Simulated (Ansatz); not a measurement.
We consider B20 (FeSi-type) FeSi, described by LDA (PAW; Ansatz, a quantum-chemistry and plane-wave program).

Run with plane-wave cutoff 520 eV, 8×8×8 k mesh, Fermi–Dirac smearing 0.01 eV, no spin polarisation, scalar-relativistic PAW data made under PBE.

Cell (measured lattice):

Space group P2₁3 (No. 198); a = b = c = 4.487 Å, α = β = γ = 90.00°

```tsv
atom	site	symmetry	x	y	z
Fe	4a	.3.	0.1365	0.1365	0.1365
Si	4a	.3.	0.8424	0.8424	0.8424
```

Question: Give the computed band gap, smallest direct gap on the k points sampled and direct gap at Γ.

Answer: 
band gap: 0.09 eV (indirect)
smallest direct gap on the k points sampled: 0.14 eV
direct gap at Γ: 0.62 eV

Measured, for comparison: band gap 0.05 eV (temperature not stated, not corrected to a static lattice, indirect, transport; lower end of the printed range; as tabulated in Tomczak (2018), arXiv:1802.07220).

Note: cell and atoms aren't relaxed at this level (largest force component 0.18 eV/Å, pressure -17.8 GPa).

Computed values are for the static lattice.

The result took roughly 40 core-seconds.
